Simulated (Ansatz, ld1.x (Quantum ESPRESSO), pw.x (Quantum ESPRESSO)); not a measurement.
**Which Os potential is closest to all-electron in the bcc crystal?**

All use PBEsol, scalar-relativistic, no spin, cutoffs from each file’s atomic test, pw.x 7.5; 15³ k-points, Fermi–Dirac smearing 0.01 Ry. Δ is the rms difference from all-electron LAPW of the E(V) curves that follow from fits to the pressures, over ±6 % in volume. Mesh and smearing are coarse and serve the comparison alone. The files are a selection: those with a ghost or negative overlap were mostly not run, and those with noisy or unconverged pressures or nearly equal Δ are left out.

All-electron: a0 = 3.063 Å (V0 = 14.37 Å³/atom), B0 = 379.8 GPa.

Task: Rank them by Δ, smallest first.
A. norm-conserving Troullier–Martins (Kleinman–Bylander form), ld1.x (Quantum ESPRESSO) 7.5, PBEsol; core [Xe] 4f14, reference 5d6 6s2 6p0; waves: 6s (bound): rc 1.85 bohr; 6p (bound, empty): rc 3.75 bohr; 5d (bound): rc 1.70 bohr; 5f channel at 0.45 Ry: rc 3.40 bohr; local part: the f channel; core correction: a·sin(br)/r model core inside 1.50 bohr.
B. norm-conserving RRKJ (Kleinman–Bylander form), ld1.x (Quantum ESPRESSO) 7.5, PBEsol; core [Xe] 4f14, reference 5d6 6s1.75 6p0.25; waves: 6p (bound): rc 3.85 bohr; 5d (bound): rc 2.20 bohr; 6s (bound): rc 2.45 bohr; local part: the s channel; core correction: none.
C. norm-conserving Troullier–Martins (Kleinman–Bylander form), ld1.x (Quantum ESPRESSO) 7.5, PBEsol; core [Xe] 4f14, reference 5d6 6s0 6p0; waves: 6s (bound, empty): rc 2.10 bohr; 6p (bound, empty): rc 3.05 bohr; 5d (bound): rc 1.40 bohr; local part: all-electron potential smoothed inside 2.05 bohr (lloc = -2); core correction: Bessel-smoothed model core inside 1.15 bohr.
D. PAW, ld1.x (Quantum ESPRESSO) 7.5, PBEsol; core [Kr] 4d10 4f14 5s2, reference 5p6 5d6 6s2 6p0; waves: 6s (bound): rcut 2.40, rcutus 2.75 bohr; 6s channel at 0.45 Ry: rcut 2.40, rcutus 2.75 bohr; 5p (bound): rcut 1.55, rcutus 1.60 bohr; 6p (bound, empty): rcut 1.55, rcutus 1.60 bohr; 5d (bound): rcut 2.05, rcutus 2.30 bohr; 5d channel at 1.9 Ry: rcut 2.05, rcutus 2.30 bohr; 5f channel at -0.1 Ry: rcut 1.60, rcutus 2.20 bohr; 5f channel at 0.3 Ry: rcut 1.60, rcutus 2.20 bohr; local part: all-electron potential smoothed inside 2.75 bohr (lloc = -2); core correction: Bessel-smoothed model core, default radius (core density twice the valence density); augmentation: PSQ, inside the norm-conserving radii.

Result: D (8.5 meV/atom), A (18.1 meV/atom), C (30.9 meV/atom), B (47.3 meV/atom).
